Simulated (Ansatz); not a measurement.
# SiH2: how the triplet less singlet moves with the basis

SiH2, singlet; coordinates (Å): Si 0.000 -0.071 0.000; H 0.000 0.996 -1.090; H 0.000 0.996 1.090. Quantity: triplet less singlet, vertical.

Ansatz 0.2.0, basis cc-pVDZ or cc-pVTZ; geometries are PBE0/def2-TZVP minima. Wave-function levels freeze the cores; HF, MP2 and coupled cluster are restricted for singlets and unrestricted otherwise, Kohn–Sham unrestricted where that lies lower. The reference is full CI, exact within the basis. Semilocal and hybrid functionals correlate all electrons outside any core potential and usually lie nearer their basis limit than the reference, so part of their error here is the reference's basis and frozen-core error; RPA and the MP2 part of double hybrids freeze the same cores as the reference. None of these values is a measured one. Energies are electronic, without zero-point terms. No spin–orbit coupling and no scalar relativity. The species are chosen: bound, without strong static correlation by their natural occupations or amplitudes, in their lowest spin state as far as vertical gaps and like structures tell, and with a ladder that closes on the reference, so errors are smaller than for species at large; levels whose determinant breaks symmetry or spin markedly are left out.

```csv
level,cc-pVDZ (kcal/mol),cc-pVTZ (kcal/mol)
reference,27.7 (full CI),29.2 (full CI)
MP2,23.9,26.0
CCSD,27.6,29.0
CCSD(T),27.7,29.2
CCSDT,27.7,29.1
CCSDT(Q),27.7,29.1
PBE,24.4,24.8
wB97M-V,33.2,33.5
```

From cc-pVDZ to cc-pVTZ the reference moves by 1.5 kcal/mol and PBE by 0.4; the step from CCSD(T) to the reference is 0.0 in the first and 0.0 in the last.
